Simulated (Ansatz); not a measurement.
System: Rb3Sb (P6₃/mmc, No. 194; cell taken from a computed entry). Method: HSE06+SOC (Ansatz, a quantum-chemistry and plane-wave program, plane waves, PAW).

Numerical settings: plane-wave cutoff 460 eV, 6×6×2 k mesh (along the axes of the cell as run), Fermi–Dirac smearing 0.01 eV, PAW data made under PBE.

Cell (relaxed with PBEsol):

```
Rb3Sb
1.0
    6.28499     0.00000     0.00000
   -3.14249     5.44296     0.00000
    0.00000     0.00000    11.11904
Rb Sb
6 2
Direct
  0.00000   0.00000   0.25000
  0.00000   0.00000   0.75000
  0.33333   0.66667   0.58195
  0.66667   0.33333   0.41805
  0.66667   0.33333   0.08195
  0.33333   0.66667   0.91805
  0.33333   0.66667   0.25000
  0.66667   0.33333   0.75000
```

**Question.** Give the computed band gap and smallest direct gap on the k points sampled.

**Answer.** 
band gap: 0.60 eV (on the SCF k mesh) (indirect)
smallest direct gap on the k points sampled: 0.65 eV

Note: cell and atoms aren't relaxed at this level (pressure 0.5 GPa); this cell isn't known to be the ambient phase, and symmetry holds it in the calculation.

Static lattice: no zero-point or thermal effects.
